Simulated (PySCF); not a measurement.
Atom-mapped SMILES (the numbers label the heavy atoms): `[CH3:1][C:2]([CH3:3])=[C:4]=[O:5]` (H(Xn): hydrogen on atom n).

GIAO PBE0/pcSseg-1 shifts (PySCF 2.14, gas phase, non-relativistic, equivalent atoms averaged), each against references optimised in the same way as the molecule (TMS, H2O).

On the GFN2-xTB geometry: C4 207.9, C2 21.0, C1/C3 15.2, O5 390.0, H(C1)/H(C3) 1.72 ppm.

What changes on the PBE0-D3(BJ)/def2-SVP geometry?

## Answers


| atoms | δ (ppm) | change |
| --- | --- | --- |
| C4 | 208.2 | +0.3 |
| C2 | 19.5 | -1.5 |
| C1/C3 | 14.1 | -1.1 |
| O5 | 394.8 | +4.8 |
| H(C1)/H(C3) | 1.64 | -0.08 |

Bonds between heavy atoms that differ most (equivalent bonds averaged): C2–C4 1.295 → 1.319 Å, C4–O5 1.169 → 1.167 Å, C1–C2 1.508 → 1.505 Å. Mean change of bonds to hydrogen: C–H +0.013 Å.
